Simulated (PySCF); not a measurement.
Ethynyl isothiocyanate, C3HNS.
Atom-mapped SMILES: `[CH:1]#[C:2][N:3]=[C:4]=[S:5]` (hydrogens: H6 on C1)

Structure used (PBE0-D3(BJ)/def2-SVP), in Å, numbered top down from 1:
```
atom  x, y, z in Å
C1    -0.9829    1.6281    0.4999
C2    -0.3662    0.6060    0.2678
N3     0.2885   -0.4798    0.0192
C4     0.8953   -1.4830   -0.2096
S5     1.6924   -2.8013   -0.5102
H6    -1.5272    2.5301    0.7059
```

The calculation used core-valence-separated Tamm–Dancoff BHandHLYP/aug-pcX-1 (pcseg-1 on H, def2-SVPD on S) in PySCF, non-relativistic, gas phase, PBE0-D3(BJ)/def2-SVP geometry.

Computed nitrogen K-edge spectrum, Gaussian lines of 0.8 eV full width, highest printed point 100; it ends one width below the last computed root. Absolute energies from this functional tend to lie a few eV below measured edges; no shift was applied.

(photon energy (eV), absorption): (398.4, 1), (398.5, 2), (398.6, 4), (398.7, 9), (398.8, 16), (398.9, 27), (399.0, 42), (399.1, 60), (399.2, 77), (399.3, 92), (399.4, 100), (399.5, 100), (399.6, 92), (399.7, 77), (399.8, 59), (399.9, 42), (400.0, 27), (400.1, 16), (400.2, 9), (400.3, 4), (400.4, 2), (400.5, 1), (400.6, 0), (400.7, 0), (400.8, 0), (400.9, 0), (401.0, 0), (401.1, 0), (401.2, 0), (401.3, 0), (401.4, 0), (401.5, 0), (401.6, 0), (401.7, 0), (401.8, 0), (401.9, 0), (402.0, 0), (402.1, 0), (402.2, 0), (402.3, 0), (402.4, 1), (402.5, 1), (402.6, 3), (402.7, 6), (402.8, 11), (402.9, 20), (403.0, 31), (403.1, 45), (403.2, 60), (403.3, 74), (403.4, 83), (403.5, 86), (403.6, 83)

Assign the maxima to core holes.

2 maxima:
- 399.4 eV: N3 (isothiocyanate nitrogen), 399.45 eV, f = 0.059, sum of 2, 1s→π*, 100 % of the height at the exact maximum
- 403.5 eV: N3 (isothiocyanate nitrogen), 403.48 eV, f = 0.049, sum of 2, 97 % of the height at the exact maximum

Roots within 0.03 eV on the same or equivalent atoms count as one line; shares under 12 % aren't listed.

Vibrational structure and lifetime widths aren't in the curve. The ionisation threshold wasn't computed; near and above it a finite basis only mimics Rydberg series and continuum.
